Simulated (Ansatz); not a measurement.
This geometry of BClH4S (7 atoms, charge 0, multiplicity 1) is a first-order saddle point.

Theory: Ansatz, RKS PBE0/def2-SVP.

```xyz
7
Properties=species:S:1:pos:R:3
B 0.114 -0.372 -0.033
Cl -0.193 0.155 2.004
H 1.196 0.091 -0.283
H -0.881 -0.017 -0.609
S 0.255 -2.263 0.303
H -1.060 -2.572 0.251
H 0.051 -1.271 1.741
```

Which two structures does it join? (They come from a converged band through this point; their orientation in space is the band's.)

Bonds broken: B1–Cl2, S5–H7. Bonds formed: Cl2–H7. BClH4S becomes BH3S + ClH.

Initial state:

```xyz
7
Properties=species:S:1:pos:R:3
B 0.020 -0.105 0.113
Cl -0.617 0.536 1.698
H 1.192 0.122 -0.102
H -0.733 0.014 -0.831
S 0.082 -2.140 0.259
H -1.146 -2.389 0.774
H 0.684 -2.286 1.463
```

Final state:

```xyz
7
Properties=species:S:1:pos:R:3
B 0.143 -0.577 -0.512
Cl -0.143 0.156 2.979
H 1.201 -0.007 -0.556
H -0.896 -0.065 -0.832
S 0.207 -2.269 0.038
H -1.110 -2.572 -0.035
H 0.082 -0.915 2.292
```

How far does it lie above each of them?

0.78 eV above the first and 0.43 eV above the second. This is the barrier of this one path; another mechanism may lie lower. The orbitals stay closed-shell, which can raise the energy where a bond breaks towards radicals; this wasn't checked here.

The run took 71 s on 1 thread of AMD EPYC 9R45 96-Core Processor (Zen 5), with other jobs on the host, peak memory 0.15 GiB.
